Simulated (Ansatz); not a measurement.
# SiH2F2 (SMILES F[SiH2]F): from total energies to a heat of formation

SiH2F2: 5 atoms, total charge 0, spin state singlet. SMILES: `F[SiH2]F`. Geometry: relaxed at PBE0-D4/def2-TZVP.

Total energies at CAM-B3LYP/aug-cc-pVDZ (Ansatz 0.2.0); the atoms run unrestricted:

| species | state | energy (Eh) |
| --- | --- | --- |
| SiH2F2 | singlet | -490.472177 |
| F | doublet | -99.716097 |
| Si | triplet | -289.374473 |
| H | doublet | -0.498315 |

Harmonic wavenumbers at PBE0-D4/def2-TZVP, in cm⁻¹: 316, 709, 729, 872, 901, 981, 984, 2286, 2297.

Measured heats of formation of the gaseous atoms at 298.15 K, in kJ/mol: F 79.4, Si 450.0, H 218.0. Spin-orbit lowering of the atoms at 298 K (mean of the ground term's levels less their thermal mean, from spectra), in kJ/mol: F 1.29, Si 0.44. Take 1 Eh = 2625.50 kJ/mol, 1 cm⁻¹ = 0.0119627 kJ/mol, RT = 2.479 kJ/mol.

Work out the heat of formation of the gas at 298 K.


1. Electronic atomisation energy: 2 × (-99.716097) + (-289.374473) + 2 × (-0.498315) − (-490.472177) = 0.668880 Eh = 1756.1 kJ/mol.
2. Zero-point energy: half the sum of the wavenumbers, 5037.5 cm⁻¹ = 60.3 kJ/mol.
3. Thermal vibrational enthalpy, Σ hcν̃/(exp(hcν̃/kT) − 1): 2.1 kJ/mol. Translation, rotation and pV of a non-linear molecule: 4 RT = 9.9 kJ/mol.
4. The 5 free atoms carry 5/2 RT each: 31.0 kJ/mol.
5. Spin-orbit coupling lowers the free atoms by 2 × 1.29 + 0.44 = 3.0 kJ/mol.
6. Atomisation enthalpy at 298 K: 1756.1 − 3.0 − 60.3 − 2.1 − 9.9 + 31.0 = 1711.8 kJ/mol.
7. Sum of the atoms' heats of formation: 1044.8 kJ/mol. Heat of formation: 1044.8 − 1711.8 = -667.0 kJ/mol.

No measured value is set beside it here. Anharmonicity and any spin-orbit splitting of the molecule are left out.
